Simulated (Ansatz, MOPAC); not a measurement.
Barrier height from H + F2 to the transition structure F2H, without zero-point energy, on the benchmark's geometries as Psi4's copy of the set gives them.
Transition structure (charge 0, multiplicity 2):
```xyz
3

H      0.00000     0.00000    -2.23127
F      0.00000     0.00000    -0.61622
F      0.00000     0.00000     0.86414
```
Reactant (charge 0, multiplicity 1):
| atom | x (Å) | y (Å) | z (Å) |
|---|---|---|---|
| F | 0.0000 | 0.0000 | 0.0000 |
| F | 1.3952 | 0.0000 | 0.0000 |

Open shells are unrestricted; no spin–orbit coupling.

The state that PM3 reach isn't checked.

Programs: Ansatz (a program for electronic structure) with Gaussian orbitals; MOPAC for PM3 (differences of heats of formation). Values without a source in brackets are computed.

**Question.** One of these levels gives -6.8 kJ/mol for the barrier height. Which one is it?
(A) PM3
(B) HF/cc-pVDZ
(C) HF/aug-cc-pVTZ
(D) B97M-V/def2-TZVPPD

**Answer.** A, PM3. The others give -48.6 (HF/cc-pVDZ), -39.7 (HF/aug-cc-pVTZ), -23.4 (B97M-V/def2-TZVPPD)

Doubts at one or more of the structures used: a spin-contaminated determinant (HF/cc-pVDZ, HF/aug-cc-pVTZ).
